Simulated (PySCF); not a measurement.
A side-by-side comparison of computed properties.

First species: formyl chloride, CHClO.
SMILES: `O=CCl`

Second species: C5H11N.
SMILES: `CC(C)=CCN`

Levels: B3LYP/def2-SVPD for dipole moment, HOMO energy, LUMO energy, HOMO–LUMO gap, static isotropic polarisability and electronic spatial extent ⟨r²⟩ about the centre of nuclear charge; TDDFT B3LYP/def2-SVPD for lowest singlet excitation; TDA B3LYP/def2-SVPD for lowest triplet excitation (Tamm–Dancoff); GFN2-xTB for rotational constant A and rotational constant C. Geometries: GFN2-xTB. Each species is one conformer at its optimised geometry, gas phase, non-relativistic unless stated; the electronic structure was computed with PySCF and density fitting.

Dipoles, sizes and rotational constants follow the conformer. The torsions of the flexible species, by atom-mapped SMILES:
- `[CH3:1][C:2]([CH3:3])=[CH:4][CH2:5][NH2:6]`: C2–C4–C5–N6 170°, H–N6–C5–C4 -63°, H–N6–C5–C4 179°

Q: Which of the two has the higher S1 energy, and by how much?

A: The second: 5.82 eV against 5.00 eV, a difference of 0.82 eV.

Q: Which has the higher T1 energy?

A: The first: 4.43 eV against 4.29 eV, a difference of 0.14 eV.

Q: Which has the higher rotational constant A?

A: The first: 78.613 GHz against 7.296 GHz, a difference of 71.317 GHz.

Q: Which of the two has the higher LUMO energy, and by how much?

A: The second: 0.36 eV against -1.95 eV, a difference of 2.31 eV.

Q: Which of the two has the higher HOMO–LUMO gap, and by how much?

A: The first: 6.89 eV against 6.68 eV, a difference of 0.21 eV.

Q: Which of the two has the higher rotational constant C, and by how much?

A: The first: 5.842 GHz against 1.519 GHz, a difference of 4.323 GHz.

Q: Which has the higher dipole moment?

A: The first: 1.89 D against 1.38 D, a difference of 0.51 D.

Q: Which has the higher HOMO energy?

A: The second: -6.32 eV against -8.84 eV, a difference of 2.52 eV.

On the first: The dipole matches unit charges of opposite sign 0.39 Å apart (1 e·Å = 4.8032 D). The principal polarisabilities are 22.9, 28.9 and 42.4 au; their mean is the isotropic value.

On the second: The dipole equals about 4.6 × 10⁻³⁰ C·m (1 D = 3.33564 × 10⁻³⁰ C·m). The 8 singlets span 5.82 to 7.22 eV, and their oscillator strengths add up to 0.50.
